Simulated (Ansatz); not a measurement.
System: corundum Cr2O3. Method: PBEsol (plane waves, PAW; Ansatz, a quantum-chemistry and plane-wave program).

Run with plane-wave cutoff 520 eV, 8×8×8 k mesh, Fermi–Dirac smearing 0.01 eV, spin-polarised with opposed moments, scalar-relativistic PAW data made under PBE.

The volume scan:

| V (Å³/atom) | E − E_lowest (meV/atom) | P (GPa) |
|---|---|---|
| 8.921 | 10.68 | 9.46 |
| 9.106 | 2.60 | 4.54 |
| 9.292 | 0.00 | 0.00 |
| 9.478 | 2.45 | -4.17 |
| 9.664 | 9.53 | -7.98 |

What bulk modulus B0 and pressure derivative B′ does a third-order Birch–Murnaghan fit give?

V0 = 9.292 Å³/atom, B0 = 217 GPa, B′ = 3.2 (fit to the energies at full precision).

Shape and atoms are relaxed at each volume.

Measured, for comparison: bulk modulus 234 GPa (temperature not stated, no zero-point or thermal correction, our sources range from 206 to 245; as tabulated in Toher et al. (2017), arXiv:1611.05714); equilibrium volume per atom 9.64 Å³/atom (temperature not stated, no zero-point or thermal correction; as tabulated in Sawada, Mater. Res. Bull. 29, 239 (1994) (COD 9015000)). Computed (rounded) less measured: bulk modulus not scored (sources differ), equilibrium volume per atom -3.6 %.

Note: without U or exact exchange, gaps and moments of open d shells tend to come out too small; the bulk modulus comes from volumes at which shape and atoms were relaxed.
